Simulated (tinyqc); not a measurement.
Worked calculation: ROHF in the sto-3g basis, for NH, spin multiplicity 3. One step of it, computed by the program tinyqc.

Task: Iteration 1: Roothaan effective Fock matrix. With projectors Pc = D(beta) S, Po = (D(alpha) - D(beta)) S, Pv = 1 - D(alpha) S, the block xy is Px^T F Py; with Fc = (F(alpha) + F(beta))/2, the blocks are Fc for cc, oo, vv and cv, F(beta) for co and F(alpha) for ov.

F(alpha) (hartree), order 1N 1s, 1N 2s, 1N 2px, 1N 2py, 1N 2pz, 2H 1s:
```
[[-16.368735, -4.057558, 0.000000, 0.000000, -0.002563, -0.303879],
 [-4.057558, -2.078427, 0.000000, 0.000000, -0.029874, -0.430937],
 [0.000000, 0.000000, -0.202958, 0.000000, 0.000000, 0.000000],
 [0.000000, 0.000000, 0.000000, -0.202958, 0.000000, 0.000000],
 [-0.002563, -0.029874, 0.000000, 0.000000, -0.235092, -0.270125],
 [-0.303879, -0.430937, 0.000000, 0.000000, -0.270125, -0.274735]]
```

F(beta) (hartree), order 1N 1s, 1N 2s, 1N 2px, 1N 2py, 1N 2pz, 2H 1s:
```
[[-14.230647, -3.709474, 0.000000, 0.000000, -0.001720, -0.275845],
 [-3.709474, -1.568860, 0.000000, 0.000000, -0.020448, -0.313507],
 [0.000000, 0.000000, 0.093873, 0.000000, 0.000000, 0.000000],
 [0.000000, 0.000000, 0.000000, 0.093873, 0.000000, 0.000000],
 [-0.001720, -0.020448, 0.000000, 0.000000, 0.071185, -0.180509],
 [-0.275845, -0.313507, 0.000000, 0.000000, -0.180509, -0.049337]]
```

D(alpha) at the start, order 1N 1s, 1N 2s, 1N 2px, 1N 2py, 1N 2pz, 2H 1s:
```
[[1.331694, -0.310154, 0.000000, 0.000000, 0.003035, -0.009810],
 [-0.310154, 1.321035, 0.000000, 0.000000, -0.012843, 0.043756],
 [0.000000, 0.000000, 0.620415, 0.000000, 0.000000, 0.000000],
 [0.000000, 0.000000, 0.000000, 0.620415, 0.000000, 0.000000],
 [0.003035, -0.012843, 0.000000, 0.000000, 0.603363, 0.041400],
 [-0.009810, 0.043756, 0.000000, 0.000000, 0.041400, 0.609718]]
```

D(beta) at the start, order 1N 1s, 1N 2s, 1N 2px, 1N 2py, 1N 2pz, 2H 1s:
```
[[0.799016, -0.186092, 0.000000, 0.000000, 0.001821, -0.005886],
 [-0.186092, 0.792621, 0.000000, 0.000000, -0.007706, 0.026254],
 [0.000000, 0.000000, 0.372249, 0.000000, 0.000000, 0.000000],
 [0.000000, 0.000000, 0.000000, 0.372249, 0.000000, 0.000000],
 [0.001821, -0.007706, 0.000000, 0.000000, 0.362018, 0.024840],
 [-0.005886, 0.026254, 0.000000, 0.000000, 0.024840, 0.365831]]
```

overlap S, order 1N 1s, 1N 2s, 1N 2px, 1N 2py, 1N 2pz, 2H 1s:
```
[[1.000000, 0.235038, 0.000000, 0.000000, 0.000000, 0.017017],
 [0.235038, 1.000000, 0.000000, 0.000000, 0.000000, 0.224700],
 [0.000000, 0.000000, 1.000000, 0.000000, 0.000000, 0.000000],
 [0.000000, 0.000000, 0.000000, 1.000000, 0.000000, 0.000000],
 [0.000000, 0.000000, 0.000000, 0.000000, 1.000000, 0.239436],
 [0.017017, 0.224700, 0.000000, 0.000000, 0.239436, 1.000000]]
```

Give: effective F.

Result:

effective F (hartree), order 1N 1s, 1N 2s, 1N 2px, 1N 2py, 1N 2pz, 2H 1s:
```
[[-14.2076, -3.7007, 0.0000, 0.0000, 0.0021, -0.2877],
 [-3.7007, -1.5338, 0.0000, 0.0000, -0.0036, -0.2512],
 [0.0000, 0.0000, -0.0551, 0.0000, 0.0000, 0.0000],
 [0.0000, 0.0000, 0.0000, -0.0551, 0.0000, 0.0000],
 [0.0021, -0.0036, 0.0000, 0.0000, -0.0719, -0.1993],
 [-0.2877, -0.2512, 0.0000, 0.0000, -0.1993, -0.1005]]
```
